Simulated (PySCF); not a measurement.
C5H11N.
Geometry (GFN2-xTB, Å), atoms numbered from 1 in this order:
```
atom  x, y, z in Å
C1    -1.6161    0.1846   -1.1434
C2    -0.5421    0.4341   -0.0879
C3    -0.8954   -0.2772    1.2163
C4     0.8270   -0.0380   -0.5965
C5     1.9298    0.3221    0.3527
N6     2.8123   -0.4183    0.8453
H7    -2.5873    0.5135   -0.7814
H8    -1.6805   -0.8764   -1.3756
H9    -1.3912    0.7244   -2.0607
H10   -0.4843    1.5114    0.1053
H11   -0.9796   -1.3501    1.0536
H12   -0.1288   -0.1035    1.9687
H13   -1.8456    0.0851    1.6017
H14    0.8099   -1.1196   -0.7598
H15    1.0397    0.4477   -1.5542
H16    1.9660    1.3686    0.6477
H17    2.7590   -1.3964    0.5584
```

Structure optimised with GFN2-xTB, isolated species.

Take the most abundant isotopes and a rigid rotor. The values belong to one conformer with, in the numbering `[H]/[N:6]=[CH:5]\[CH2:4][CH:2]([CH3:1])[CH3:3]`, C1–C2–C4–C5 174°, C2–C4–C5–N6 128°.

Task: What are A, B and C (MHz)?

Result: Ia = 71.34, Ib = 253.59, Ic = 294.38 u·Å²; 505379 MHz·u·Å²/I gives A = 7084, B = 1993, C = 1717 MHz.

Task: What kind of rotor is it?

Result: An asymmetric top: κ = (2 × 1993 − 7084 − 1717)/(7084 − 1717) = -0.90.

Task: Is it planar, by Δ = Ic − Ia − Ib?

Result: Not planar: Δ = Ic − Ia − Ib = -30.55 u·Å². For a rigid frame Δ = −2 Σ m c², so Σ m c² = 15.28 u·Å² lies off the ab plane: 10.64 from hydrogen and 4.64 from heavier atoms. The atom farthest from that plane is 1.48 Å away.

Task: Give the other two planar moments, Paa and Pbb, and the rms extents of the mass along the axes.

Result: Paa = Σ m a² = (Ib + Ic − Ia)/2 = 238.32 and Pbb = Σ m b² = (Ia + Ic − Ib)/2 = 56.07 u·Å². With the mass M = 85.09 u, the rms extents √(P/M) along a, b and c are 1.67, 0.81, 0.42 Å.

Task: Estimate the classical rotational partition function at 10 K, 100 K and 500 K.

Result: Point group C1, symmetry number σ = 1; q = (√π/σ)·√((kT/h)³/(ABC)), k/h = 20836.6 MHz/K: 1080 at 10 K, 34200 at 100 K, 383000 at 500 K.

No GFN2-xTB frequencies stand behind this structure, so it isn't proved a minimum. No vibrational averaging or centrifugal distortion is included, and the geometry carries the error of its method.

All values are computed, not measured.
